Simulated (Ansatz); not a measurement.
Rock-salt TiC, treated with PBE-D3(BJ) (plane waves, PAW; Ansatz, a quantum-chemistry and plane-wave program).

Run with plane-wave cutoff 500 eV, 16×16×16 k mesh, Fermi–Dirac smearing 0.05 eV, no spin polarisation, scalar-relativistic PAW data made under PBE.

Computed at the level's own relaxed cell.

### Question
Give the computed volume per atom and lattice parameter a.

### Answer

volume per atom: 9.87 Å³/atom
lattice parameter a: 4.291 Å

Measured, for comparison: equilibrium volume per atom 10.15 Å³/atom, lattice constant a 4.33 Å (temperature not stated, no zero-point or thermal correction; as tabulated in Zhang et al. (2018), doi:10.1088/1367-2630/aac7f0). Computed (rounded) less measured: equilibrium volume per atom -2.8 %, lattice constant a -0.9 %. A static lattice is as a rule a little smaller and stiffer than an uncorrected measurement, which narrows the difference in the lattice constant a and would widen misses of the other sign.

Computing time: very roughly 14 core-seconds.
